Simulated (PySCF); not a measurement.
Here is a computed PBE0-D3(BJ)/def2-TZVP geometry (Å):
```
atom  x, y, z in Å
C1    -1.5430   -1.3263    0.3099
C2    -0.6732   -0.2466   -0.3171
C3    -1.3161    1.1237   -0.1468
C4     0.7361   -0.2956    0.2659
C5     1.7237    0.6469   -0.3938
O6     3.0301    0.5241    0.1294
H7    -2.5438   -1.3334   -0.1290
H8    -1.6534   -1.1562    1.3854
H9    -1.1078   -2.3196    0.1731
H10   -0.5978   -0.4550   -1.3930
H11   -2.3451    1.1190   -0.5145
H12   -1.3420    1.4074    0.9102
H13   -0.7769    1.9036   -0.6881
H14    0.6991   -0.0776    1.3397
H15    1.1201   -1.3202    0.1703
H16    1.7194    0.4853   -1.4827
H17    1.4408    1.6872   -0.2219
H18    3.3057   -0.3909    0.0321
```

Charge 0, singlet.

**Question.** Read off the bonds between heavy atoms and their formal orders.

**Answer.** C1–C2 1.52 Å (single); C2–C3 1.52 Å (single); C2–C4 1.53 Å (single); C4–C5 1.52 Å (single); C5–O6 1.41 Å (single). Bonds to hydrogen (Å): C1–H7 1.09; C1–H8 1.09; C1–H9 1.09; C2–H10 1.10; C3–H11 1.09; C3–H12 1.09; C3–H13 1.09; C4–H14 1.10; C4–H15 1.10; C5–H16 1.10; C5–H17 1.09; O6–H18 0.96.

**Question.** Write the SMILES.

**Answer.** `CC(C)CCO`, C5H12O, 3-methyl-1-butanol.

**Question.** Name the point group.

**Answer.** C1 (no symmetry element, even within 0.4 Å).

**Question.** Classify the heavy atoms.

**Answer.** C1/C3: methyl carbon; C2: sp3 CH carbon; C4: chain CH2 carbon; C5: carbinol carbon (C–OH); O6: alcohol oxygen.

**Question.** What is the arrangement about C5?

**Answer.** It has 4 neighbours (C4, O6, H16, H17) and is distorted tetrahedral (angles from 105.3° to 112.8°).

**Question.** What is the arrangement about O6?

**Answer.** It has 2 neighbours (C5, H18) and is bent (angle 108.1°).
